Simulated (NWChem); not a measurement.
System: S, triplet

Parts of the log:

```
             Northwest Computational Chemistry Package (NWChem) 7.3.0
             --------------------------------------------------------

                             Geometry "geometry" -> ""
                             -------------------------

 Output coordinates in angstroms (scale by  1.889725989 to convert to a.u.)

  No.       Tag          Charge          X              Y              Z
 ---- ---------------- ---------- -------------- -------------- --------------
    1 S                   16.0000     0.00000000     0.00000000     0.00000000

 Effective nuclear repulsion energy (a.u.)       0.0000000000

                                 NWChem DFT Module
                                 -----------------

 Summary of "ao basis" -> "ao basis" (spherical)
 ------------------------------------------------------------------------------
       Tag                 Description            Shells   Functions and Types
 ---------------- ------------------------------  ------  ---------------------
 S                          def2-svp                 8       18   4s3p1d

            General Information
            -------------------
          SCF calculation type: DFT
          Wavefunction type:  spin polarized.
          No. of atoms     :     1
          No. of electrons :    16
           Alpha electrons :     9
            Beta electrons :     7
          Charge           :     0
          Spin multiplicity:     3
          Use of symmetry is: off; symmetry adaption is: off
          Maximum number of iterations: 150
          AO basis - number of functions:    18
                     number of shells:     8
          Convergence on energy requested:  1.00D-06
          Convergence on density requested:  1.00D-05
          Convergence on gradient requested:  5.00D-04

              XC Information
              --------------
                       B3PW91 Method XC Functional
                     Hartree-Fock (Exact) Exchange  0.200
                        Slater Exchange Functional  0.800 local
                    Becke 1988 Exchange Functional  0.720 non-local
                Perdew 1991 Correlation Functional  0.810 non-local
            Perdew 1991 LDA Correlation Functional  1.000 local

             Grid Information
             ----------------
          Grid used for XC integration:  medium
          Radial quadrature: Mura-Knowles
          Angular quadrature: Lebedev.
          Tag              B.-S. Rad. Rad. Pts. Rad. Cut. Ang. Pts.
          ---              ---------- --------- --------- ---------
          S                   1.00       88           4.0       590
          Grid pruning is: on
          Number of quadrature shells:    88
          Spatial weights used:  Erf1

      Superposition of Atomic Density Guess
      -------------------------------------

 Sum of atomic energies:        -397.34731845

      Non-variational initial energy
      ------------------------------

 Total energy =    -397.051232
 1-e energy   =    -549.293039
 2-e energy   =     152.241807
 HOMO         =      -0.276307
 LUMO         =      -0.276307

     ---------------------------------------------
      Total Density - Mulliken Population Analysis
     ---------------------------------------------

    Atom       Charge   Shell Charges
 -----------   ------   -------------------------------------------------------
    1 S   16    16.00   2.00  1.99  1.28  0.72  5.93  1.47  2.59  0.00

     --------------------------------------------
      Spin Density - Mulliken Population Analysis
     --------------------------------------------

    Atom       Charge   Shell Charges
 -----------   ------   -------------------------------------------------------
    1 S   16     2.00   0.00  0.00  0.00  0.00  0.01  0.69  1.30  0.00

   convergence    iter        energy       DeltaE   RMS-Dens  Diis-err
 ---------------- ----- ----------------- --------- --------- ---------
 d= 0,ls=0.0,diis     1   -397.9325425370 -3.98D+02  1.12D-02  2.83D-02
                                                     6.04D-03  1.40D-02
 d= 0,ls=0.0,diis     2   -397.9414654162 -8.92D-03  3.65D-03  1.61D-03
                                                     4.34D-03  1.51D-03
 d= 0,ls=0.0,diis     3   -397.9423883670 -9.23D-04  9.20D-04  1.93D-04
                                                     6.16D-04  1.15D-04
 d= 0,ls=0.0,diis     4   -397.9424662832 -7.79D-05  5.86D-05  4.17D-07
                                                     8.43D-05  4.35D-07
 d= 0,ls=0.0,diis     5   -397.9424667307 -4.48D-07  2.71D-06  2.44D-10
                                                     5.11D-06  1.36D-09

         Total DFT energy =     -397.942466730677
      One electron energy =     -549.454988179097
           Coulomb energy =      177.114715778644
    Exchange-Corr. energy =      -25.602194330224
 Nuclear repulsion energy =        0.000000000000

 Numeric. integr. density =       15.999999859100

                    DFT Final Alpha Molecular Orbital Analysis
                    ------------------------------------------

 Vector    7  Occ=1.000000D+00  E=-3.320918D-01
              MO Center= -8.9D-17, -7.4D-17,  1.6D-17, r^2= 1.3D+00
   Bfn.  Coefficient  Atom+Function         Bfn.  Coefficient  Atom+Function
  ----- ------------  ---------------      ----- ------------  ---------------
    13      0.642829  1 S  pz                10      0.499906  1 S  pz
     7      0.275566  1 S  pz

 Vector    8  Occ=1.000000D+00  E=-3.320918D-01
              MO Center=  8.6D-17,  2.8D-16,  4.1D-16, r^2= 1.3D+00
   Bfn.  Coefficient  Atom+Function         Bfn.  Coefficient  Atom+Function
  ----- ------------  ---------------      ----- ------------  ---------------
    11      0.507881  1 S  px                 8      0.394962  1 S  px
    12      0.394067  1 S  py                 9      0.306453  1 S  py
     5      0.217717  1 S  px                 6      0.168928  1 S  py

[...]
```

Level: B3PW91/def2-SVP, spin-unrestricted. The open p shell is one determinant without spherical averaging. No stability test was run on the SCF state.

Question: Reconstruct the input file.

Answer: One answer among several that fit: the input that was run:
```
start job
memory heap 200 mb stack 900 mb global 1100 mb
geometry units angstroms noautoz
  S      0.000000     0.000000     0.000000
end
basis spherical
  S library def2-svp
end
dft
  odft
  mult 3
  xc b3pw91
  iterations 150
  mulliken
end
task dft energy
```
